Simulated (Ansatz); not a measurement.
Consider the isomerisation: `F/C=C\C=C/F` → `F[C@@H]1C=C[C@H]1F`.

Calculated with Ansatz (gas phase, PBE0-D4/def2-TZVP geometries, no zero-point term in ΔE). CBS: MP2 limit from def2 TZ/QZ plus the TZ coupled-cluster correction, frozen cores. DFT in def2-TZVPP. One conformer a species, not always the lowest.

```json
{"level": "PBE-D4", "ΔE (kJ/mol)": "45.3"}
{"level": "ωB97X-V", "ΔE (kJ/mol)": "23.4"}
{"level": "MP2/def2-TZVPP", "ΔE (kJ/mol)": "29.4"}
{"level": "CCSD/CBS(def2)", "ΔE (kJ/mol)": "30.8"}
```

Problem. What does CCSD(T)/CBS give? (Best estimate.)

Solution. Computed: +33.3 kJ/mol. The listed levels differ from it by 12.0, -9.9, -3.9, -2.5 kJ/mol.

Largest T1 diagnostic among the species: 0.013.

From PBE to PBE0 (25 % exact exchange), in def2-TZVPP and without D4, ΔE moves by −13.5 kJ/mol. In def2-TZVPP, CCSD(T) changes the Hartree–Fock value by −5.1 kJ/mol (the triples alone add +2.6 kJ/mol) and MP2 by −11.2 kJ/mol.
